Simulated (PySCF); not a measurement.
Compound: C₃H₂FNS.
Bonds: F1–C2, C2–C3 (aromatic), C3–N4 (aromatic), N4–C5 (aromatic), C5–S6 (aromatic), C2–S6 (aromatic). Hydrogens: H7 on C3; H8 on C5.

The calculation used MP2 and CCSD/aug-cc-pVDZ in PySCF, restricted Hartree–Fock reference, 10 core orbitals frozen, non-relativistic, gas phase, PBE0-D3(BJ)/def2-SVP geometry.

E(HF) = -666.17938 Eh.

Q: How large is the problem?

A: 160 basis functions and 52 electrons; 10 orbitals frozen, which leaves o = 16 correlated occupied and v = 134 virtual orbitals. That is o·v = 2144 singles and o·v(o·v + 1)/2 = 2299440 distinct closed-shell doubles amplitudes before symmetry; the costliest CCSD step grows as o²v⁴ = 8.3 × 10^10.

Q: What are the MP2 and CCSD correlation energies?

A: MP2 -0.9125 Eh and CCSD -0.9336 Eh, which gives totals of -667.09184 and -667.11296 Eh. That is 0.794 eV for each correlated electron at CCSD (2451 kJ/mol in all, 0.140 % of the total energy); MP2 gives 97.7 % of the CCSD value.

Q: What is the T1 diagnostic?

A: 0.0152, below the customary warning level of 0.02. It is the norm of the spatial-orbital singles amplitudes over the root of the number of correlated electrons, so the norm is 0.086.

Q: How does correlation change the dipole moment?

A: HF gives 1.15 D and CCSD (unrelaxed density) 1.08 D, a change of -0.07 D; the two vectors are 16° apart.

Connected triples and the basis-set limit are missing.

The job also held the EOM ionisation roots. Time: 8.4 min wall. Hardware: one thread, Arm Neoverse V1, no GPU, shared host.
